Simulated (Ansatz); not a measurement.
# A basis-limit estimate, worked out

An elementary step of SiH₅ClO, singlet (SiH₄O ([OH][SiH3]) + HCl → SiH₃ClO ([OH][SiH2][Cl]) + H₂; bonds formed: Si1–Cl7, H2–H6; bonds broken: Si1–H2, H6–Cl7). “Start” is the structure reached by relaxing down from the saddle towards the reactants; PBE0-D4/def2-TZVP structures. The saddle:

Si1  (-0.417, -0.380, -0.134)
H2  (1.202, -0.933, -0.297)
H3  (-0.676, -1.351, -1.227)
H4  (-0.902, -0.936, 1.137)
O5  (-0.918, 1.001, -0.815)
H6  (1.344, -0.273, 0.281)
Cl7  (1.051, 1.085, 1.365)
H8  (-0.684, 1.787, -0.309)
(Å)

Program: Ansatz 0.2.0. Basis: def2-TZVPP and def2-QZVPP. Cores are frozen in the correlated methods.

Energies in eV:

| quantity | saddle | start |
| --- | --- | --- |
| Hartree–Fock, triple zeta (X = 3) | -22483.06155 | -22485.01749 |
| Hartree–Fock, quadruple zeta (X = 4) | -22483.78643 | -22485.73400 |
| MP2 correlation, X = 3 | -16.45905 | -15.89507 |
| MP2 correlation, X = 4 | -17.87989 | -17.26328 |
| CCSD(T) correlation, X = 3 | -18.13573 | -17.66405 |

(1) Work out the barrier at the basis limit: extrapolate Hartree–Fock as E(X) = E∞ + A exp(−7.88 √X) and the MP2 correlation as E(X) = E∞ + B X^−2.97 (the exponents that Neese and Valeev fitted for def2-TZVPP and QZVPP), then add CCSD(T) − MP2 in triple zeta.

No T1 diagnostic of these runs exceeds 0.013.

## Answers

(1) Each step is linear, so take the differences first (saddle − start): Hartree–Fock 1.95594 (X = 3) and 1.94757 (X = 4); MP2 correlation -0.56398 and -0.61661; CCSD(T) correlation -0.47168.
Two points give E∞ = E(4) + w [E(4) − E(3)], with w = 1/(exp(7.88 (2 − √3)) − 1) = 0.1377 for Hartree–Fock and w = 1/((4/3)^2.97 − 1) = 0.7407 for the correlation.
Hartree–Fock: 1.94757 + 0.1377 × (-0.00837) = 1.9464 eV.
MP2 correlation: -0.61661 + 0.7407 × (-0.05263) = -0.6556 eV.
CCSD(T) − MP2: -0.47168 − (-0.56398) = 0.0923 eV.
Sum: 1.9464 + (-0.6556) + 0.0923 = 1.3831 eV, or 31.89 kcal/mol. Plain CCSD(T) in triple zeta gives 1.4843 eV, so the larger basis shifts the result by -0.1012 eV.

Labels in which every atom is bracketed show which atoms are joined, not bond orders.

For scale, one of the runs: CCSD(T)/def2-TZVPP, 185 basis functions, launched by `ansatz run in.yaml --threads 2 --pin off --events-out ev --progress --plain --max-ram 4352MiB`. Hardware: 2 CPU threads of an AMD EPYC 9R45, shared host. Wall time 17 s; peak host memory 1.8 GiB.
